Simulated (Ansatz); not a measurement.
## Structure relaxation of TaAg2

Method: DFT PBE, scalar-relativistic, plane waves, PAW (Ansatz 0.2.0). Cutoff 420 eV, Γ-centred k mesh, Gaussian smearing, no spin polarisation in the final step.

This is the end of a relaxation of cell and atoms.

```yaml
crystal:
  lattice:
    - [-1.36869, 2.45392, 4.07224]
    - [1.36869, -2.45392, 4.07224]
    - [1.36869, 2.45392, -4.07224]
  atoms:
    - { symbol: Ta, position: [0.00000, 0.00000, 0.00000] }
    - { symbol: Ag, position: [0.67865, 0.17865, 0.50000] }
    - { symbol: Ag, position: [0.32135, 0.82135, 0.50000] }
```

Energies over the elements count from the elements' standard structures at the same level, with no empirical corrections.

(1) What space group does it have?

(2) How far does it lie from the elements in energy?

(3) Is it a metal?

Answers

(1) Immm (No. 71). Conventional cell: a = 2.737 Å, b = 4.908 Å, c = 8.144 Å. Ta has 2 Ta at 2.74 Å and 8 Ag at 2.85–2.95 Å; Ag has 2 Ag at 2.74 Å, 4 Ta at 2.85–2.95 Å and 5 Ag at 2.91–3.04 Å.

(2) 0.52 eV/atom.

(3) Yes, bands cross the Fermi level on the 20×20×20 mesh.

The final run used a 20×20×20 mesh on its 3-atom cell and 0.10 eV smearing. For metals, differences of a few meV/atom aren't resolved. Spin–orbit coupling is left out. The cell came from a trial start, so TaAg2 may not exist in this structure.

Cost: 3 runs of about 7.2 core-minutes in all, on Intel Xeon 6975P-C (Granite Rapids) (shared hosts).